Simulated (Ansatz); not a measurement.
# Nudged elastic band run: CH$_{4}$BS

The input (input.yaml):

```yaml
crystal:
  periodic: [false, false, false]
  atoms:
    - { symbol: B, position_ang: [-1.14097, 0.268811, -0.931905] }
    - { symbol: C, position_ang: [-0.045254, -0.017301, 0.115776] }
    - { symbol: S, position_ang: [1.66434, -0.041489, -0.556424] }
    - { symbol: H, position_ang: [-2.329021, 0.336048, -0.740437] }
    - { symbol: H, position_ang: [-0.299421, -0.985338, 0.592816] }
    - { symbol: H, position_ang: [-0.150088, 0.748981, 0.910187] }
    - { symbol: H, position_ang: [2.300403, -0.309714, 0.609987] }
magnetization:
  spin_polarized: true
  initial_magnetization: 1
basis:
  gaussian: { orbitals: def2-SVP }
hamiltonian:
  xc: b3lyp
  dispersion: d4
neb:
  order_check: false
  images: 7
  f_tol: 0.05
  max_iterations: 53
  initial_path: idpp
  max_displacement: 0.5
  optimiser: fire
  final_atoms:
    - { symbol: B, position_ang: [-1.4722014, 0.13208169, -0.41199158] }
    - { symbol: C, position_ang: [-0.15042141, -0.10678275, 0.34260445] }
    - { symbol: S, position_ang: [1.37052347, 0.01917899, -0.70538228] }
    - { symbol: H, position_ang: [-1.70657966, 0.5554873, -1.51396635] }
    - { symbol: H, position_ang: [-0.17819127, -1.0700567, 0.88047254] }
    - { symbol: H, position_ang: [-0.14019317, 0.67425539, 1.13090611] }
    - { symbol: H, position_ang: [2.27705245, -0.20416593, 0.2773571] }
```

Command:

```bash
$ ansatz run input.yaml --threads 1 --pin off --max-ram 2048MiB --backend cpu --events-out ev --progress --plain --runs-dir out
```

Output, in part (warnings, iteration lines, the closing report on the highest movable image, with atoms numbered from 0):

```
NEB end point (image 0): max|allowed force component| = 2.933e-3 eV/Å (the criterion of neb.relax_end_points is 1.000e-2)
NEB end point (image 8): max|allowed force component| = 9.956e-3 eV/Å (the criterion of neb.relax_end_points is 1.000e-2)
NEB iter   1: max|band force component| = 5.940e-1 eV/Å  barrier→ = 0.3950 eV  barrier← = 0.4101 eV  Δτ_max = 0.0117 Å  (399 SCF iters)
NEB iter   2: max|band force component| = 4.730e-1 eV/Å  barrier→ = 0.3778 eV  barrier← = 0.3929 eV  CI = image 4  Δτ_max = 0.0179 Å  (250 SCF iters)
NEB iter   3: max|band force component| = 4.729e-1 eV/Å  barrier→ = 0.3605 eV  barrier← = 0.3755 eV  CI = image 4  Δτ_max = 0.0226 Å  (245 SCF iters)
NEB iter   4: max|band force component| = 4.341e-1 eV/Å  barrier→ = 0.3454 eV  barrier← = 0.3604 eV  CI = image 4  Δτ_max = 0.0259 Å  (247 SCF iters)
NEB iter   5: max|band force component| = 4.265e-1 eV/Å  barrier→ = 0.3345 eV  barrier← = 0.3495 eV  CI = image 4  Δτ_max = 0.0063 Å  (249 SCF iters)
NEB iter   6: max|band force component| = 2.073e-1 eV/Å  barrier→ = 0.3315 eV  barrier← = 0.3465 eV  CI = image 4  Δτ_max = 0.0084 Å  (210 SCF iters)
NEB iter   7: max|band force component| = 2.033e-1 eV/Å  barrier→ = 0.3301 eV  barrier← = 0.3451 eV  CI = image 4  Δτ_max = 0.0033 Å  (219 SCF iters)
NEB iter   8: max|band force component| = 9.327e-2 eV/Å  barrier→ = 0.3291 eV  barrier← = 0.3442 eV  CI = image 4  Δτ_max = 0.0039 Å  (199 SCF iters)
NEB iter   9: max|band force component| = 2.352e-1 eV/Å  barrier→ = 0.3290 eV  barrier← = 0.3441 eV  CI = image 4  Δτ_max = 0.0039 Å  (206 SCF iters)
NEB iter  10: max|band force component| = 7.853e-2 eV/Å  barrier→ = 0.3281 eV  barrier← = 0.3432 eV  CI = image 4  Δτ_max = 0.0011 Å  (200 SCF iters)
NEB iter  11: max|band force component| = 7.457e-2 eV/Å  barrier→ = 0.3279 eV  barrier← = 0.3429 eV  CI = image 4  Δτ_max = 0.0022 Å  (187 SCF iters)
NEB iter  12: max|band force component| = 7.251e-2 eV/Å  barrier→ = 0.3275 eV  barrier← = 0.3425 eV  CI = image 4  Δτ_max = 0.0033 Å  (202 SCF iters)
NEB iter  13: max|band force component| = 6.742e-2 eV/Å  barrier→ = 0.3269 eV  barrier← = 0.3419 eV  CI = image 4  Δτ_max = 0.0044 Å  (204 SCF iters)
NEB iter  14: max|band force component| = 7.194e-2 eV/Å  barrier→ = 0.3263 eV  barrier← = 0.3413 eV  CI = image 4  Δτ_max = 0.0055 Å  (206 SCF iters)
NEB iter  15: max|band force component| = 6.715e-2 eV/Å  barrier→ = 0.3257 eV  barrier← = 0.3407 eV  CI = image 4  Δτ_max = 0.0066 Å  (207 SCF iters)
NEB iter  16: max|band force component| = 6.024e-2 eV/Å  barrier→ = 0.3251 eV  barrier← = 0.3402 eV  CI = image 4  Δτ_max = 0.0083 Å  (207 SCF iters)
NEB iter  17: max|band force component| = 5.789e-2 eV/Å  barrier→ = 0.3246 eV  barrier← = 0.3397 eV  CI = image 4  Δτ_max = 0.0012 Å  (210 SCF iters)
NEB iter  18: max|band force component| = 5.163e-2 eV/Å  barrier→ = 0.3246 eV  barrier← = 0.3396 eV  CI = image 4  Δτ_max = 0.0024 Å  (178 SCF iters)
NEB iter  19: max|band force component| = 4.580e-2 eV/Å  barrier→ = 0.3244 eV  barrier← = 0.3395 eV  CI = image 4  Δτ_max = 0.0000 Å  (481 SCF iters)
Total energy: -12606.86206106 eV, -463.2936355058 hartree
Atom 0 at    -1.316243     0.205977    -0.561199 Å, force    -0.013607    -0.012464     0.008319 eV/Å
Atom 1 at    -0.069707    -0.084572     0.250856 Å, force     0.006201     0.012433    -0.005424 eV/Å
Atom 2 at     1.535988     0.052810    -0.703018 Å, force     0.009152     0.007130    -0.000222 eV/Å
Atom 3 at    -2.330907     0.445950    -1.122221 Å, force    -0.004292    -0.008654     0.004193 eV/Å
Atom 4 at    -0.129742    -1.074302     0.740173 Å, force     0.000110     0.008092    -0.022822 eV/Å
Atom 5 at    -0.077291     0.659912     1.072715 Å, force     0.020802     0.007046    -0.001487 eV/Å
Atom 6 at     2.387890    -0.205778     0.322694 Å, force    -0.018367    -0.013584     0.017444 eV/Å
Dipole moment:    -0.133525    -0.060523     0.345378 e Å
```

It converged. Another band between the same ends (7 images) ends at a top of the same energy, where a vibrational analysis finds 1 clearly imaginary mode.

Final band (atoms are numbered from 1 in the order of the input):

| image | path coordinate (Å) | energy (kJ/mol) | angle H4–B1–C2 (°) |
| --- | --- | --- | --- |
| 0 | 0.00 | 0.0 | 127 |
| 1 | 0.21 | 2.0 | 132 |
| 2 | 0.42 | 7.9 | 140 |
| 3 | 0.63 | 21.5 | 156 |
| 4 | 0.84 | 31.3 | 176 |
| 5 | 1.05 | 20.4 | 163 |
| 6 | 1.27 | 6.8 | 146 |
| 7 | 1.48 | 0.5 | 137 |
| 8 | 1.70 | -1.5 | 132 |

Run time: 5.5 min on 1 CPU thread of a shared host.
